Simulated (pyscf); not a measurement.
# Hydrogen shift: H₃C–C•=CH–Cl → H₃C–CH=C•–Cl

Gas phase, doublet surface, charge 0. Bonds broken: C3–H7. Bonds formed: C2–H7. Optimised with ωB97X-D3(BJ)/def2-SVP in PySCF. MP2 and CC: frozen core, UHF for open shells. ΔMP2 is the change of the MP2 total energy from the triple- to the quadruple-zeta basis.

Transition state (Å):

```xyz
8

C      0.7939    -0.3661     0.1814
C     -0.1145     0.7978     0.2838
C     -0.8547     1.7558    -0.1521
H      0.9769    -0.5948    -0.8823
H      0.3539    -1.2541     0.6598
H      1.7597    -0.1568     0.6655
H     -0.7744     1.6455     1.0952
Cl    -1.3859     2.4618    -1.6777
```

One imaginary mode, 2018i cm⁻¹; descent along it reached the two sides named.

| bond | change | reactant side (Å) | saddle | product side |
|---|---|---|---|---|
| C3–H7 | breaks | 1.093 | 1.255 | 2.063 |
| C2–H7 | forms | 2.136 | 1.346 | 1.098 |

Electronic energies relative to the reactant's lowest minimum found (eV):

```
level                             barrier  reaction energy  reverse barrier
--------------------------------  -------  ---------------  ---------------
ωB97X-D3(BJ)/def2-TZVP               2.17            +0.04             2.13
PBE/def2-TZVP                        1.86            +0.04             1.82
r²SCAN/def2-TZVP                     2.05            +0.05             2.00
B3LYP-D3(BJ)/def2-TZVP               2.09            +0.06             2.04
PBE0-D3(BJ)/def2-TZVP                2.05            +0.05             2.01
M06-2X/def2-TZVP                     2.13            +0.06             2.08
ωB97M-D3(BJ)/def2-TZVP               2.12            +0.06             2.06
HF/def2-TZVP                         2.82            +0.07             2.75
MP2/def2-QZVPP                       1.80            +0.06             1.74
CCSD/def2-TZVPP                      2.22            +0.04             2.18
CCSD(T)/def2-TZVPP                   2.12            +0.03             2.09
CCSD(T)/def2-TZVPP + ΔMP2(QZVPP)     2.10            +0.03             2.07
```

With CCSD(T)/def2-TZVPP + ΔMP2(QZVPP) energies and thermal terms (ideal gas, 1 atm, RRHO with modes under 100 cm⁻¹ raised to 100, one conformer, R ln 2 for chiral ones without a mode under 150 cm⁻¹), in eV:

| T (K) | ΔH‡ | ΔG‡ | ΔH | ΔG |
|---|---|---|---|---|
| 298 | 1.95 | 1.92 | +0.05 | +0.07 |
| 600 | 1.96 | 1.88 | +0.04 | +0.08 |
| 900 | 1.95 | 1.85 | +0.04 | +0.11 |
| 1200 | 1.94 | 1.81 | +0.04 | +0.13 |

The same reactants have a lower exit, to HC≡C–CH₃ + Cl• (no saddle counted: cutting one bond, which may have a small barrier of its own, costs +0.95 eV at ωB97M-D3(BJ)/def2-TZVP, against +2.12 eV here). H₃C–C•=CH–Cl lies 0.92 eV over its isomer •H₂C–CH=CH–Cl (electronic energy, ωB97M-D3(BJ)/def2-TZVP). H₃C–CH=C•–Cl lies 0.98 eV over its isomer •H₂C–CH=CH–Cl (electronic energy, ωB97M-D3(BJ)/def2-TZVP). One saddle was located; it need not be the lowest between these sides. The CCSD(T) − MP2 part came from Ansatz, without density fitting, on the same reference. A UHF reference is spin-contaminated (<S²> up to 0.97), which harms MP2 most.
